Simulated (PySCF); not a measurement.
Molecule: `CCCCOC`, C5H12O.

Geometry:
```csv
atom,x (Å),y (Å),z (Å)
C1,-2.714,1.155,0.041
C2,-1.675,0.046,0.002
C3,-0.246,0.565,-0.064
C4,0.788,-0.538,-0.100
O5,2.065,0.026,-0.158
C6,3.088,-0.914,-0.189
H7,-2.571,1.805,0.920
H8,-3.737,0.753,0.088
H9,-2.649,1.795,-0.853
H10,-1.867,-0.609,-0.867
H11,-1.790,-0.598,0.892
H12,-0.035,1.211,0.806
H13,-0.112,1.198,-0.958
H14,0.688,-1.185,0.798
H15,0.612,-1.196,-0.979
H16,4.046,-0.376,-0.230
H17,3.089,-1.562,0.712
H18,3.020,-1.576,-1.077
```

Geometry PBE0-D3(BJ)/def2-SVP throughout; GIAO in PySCF, gas phase, one conformer, non-relativistic; equivalent atoms averaged; functional PBE0.

Problem. How do the shifts δ (against TMS, H2O at the same level) depend on the basis set? (a selection of nuclei; ppm; last column core-seconds on shared hosts with different chips, so compare them loosely)

Solution. 
| basis set | functions | C4 | C6 | C2 | C1 | O5 | H16/H17/H18 | H12/H13 | H7/H8/H9 | H10/H11 | core-s |
| --- | --- | --- | --- | --- | --- | --- | --- | --- | --- | --- | --- |
| STO-3G | 42 | 58.5 | 49.5 | 25.4 | 20.3 | -33.6 | 1.73 | 1.10 | 0.75 | 0.66 | 4 |
| 6-31G | 78 | 71.7 | 56.5 | 20.5 | 16.4 | 7.5 | 3.41 | 1.90 | 1.13 | 1.31 | 7.8 |
| pcSseg-0 | 78 | 78.2 | 62.9 | 20.2 | 17.9 | 12.1 | 3.51 | 1.65 | 1.15 | 1.01 | 6.1 |
| 6-31G* | 108 | 70.5 | 56.3 | 20.1 | 15.9 | 6.8 | 3.22 | 1.64 | 1.00 | 1.26 | 11 |
| def2-SVP | 144 | 71.8 | 56.2 | 20.4 | 15.6 | 23.8 | 3.08 | 1.36 | 0.87 | 0.99 | 15 |
| cc-pVDZ | 144 | 73.4 | 56.5 | 22.8 | 16.8 | 28.1 | 3.15 | 1.39 | 0.92 | 1.08 | 14 |
| pcSseg-1 | 162 | 75.8 | 59.3 | 21.7 | 16.4 | 25.3 | 3.29 | 1.42 | 1.02 | 1.04 | 18 |
| 6-311+G(2d,p) | 234 | 74.7 | 57.9 | 21.7 | 15.5 | 21.4 | 3.29 | 1.50 | 0.95 | 1.18 | 31 |
| aug-cc-pVDZ | 246 | 72.5 | 56.1 | 22.6 | 15.6 | 22.3 | 3.39 | 1.57 | 1.05 | 1.26 | 34 |
| def2-TZVP | 258 | 76.7 | 59.1 | 22.6 | 16.3 | 24.7 | 3.27 | 1.52 | 0.96 | 1.22 | 42 |
| IGLO-III | 330 | 77.8 | 60.2 | 22.8 | 16.4 | 22.1 | 3.31 | 1.54 | 0.97 | 1.22 | 51 |

Problem. Which nucleus among those listed moves most, in ppm?

Solution. O5 (ether oxygen): from -33.6 ppm with STO-3G to 28.1 ppm with cc-pVDZ. The smallest spread is 0.39 ppm, at H7/H8/H9. Proton shifts span only some 12 ppm, so a few tenths of a ppm matter as much there as several ppm in carbon.

Problem. Taking the largest basis, IGLO-III (330 functions), as the yardstick, rank the others by their worst heavy-atom deviation.

Solution. def2-TZVP 2.6 ppm (258 functions), 6-311+G(2d,p) 3.1 ppm (234 functions), pcSseg-1 3.2 ppm (162 functions), aug-cc-pVDZ 5.3 ppm (246 functions), def2-SVP 5.9 ppm (144 functions), cc-pVDZ 6.0 ppm (144 functions), pcSseg-0 10.0 ppm (78 functions), 6-31G 14.6 ppm (78 functions), 6-31G* 15.3 ppm (108 functions), STO-3G 55.7 ppm (42 functions).

A small basis that lands close on one nucleus may do so by chance; judge by the trend and by all nuclei.
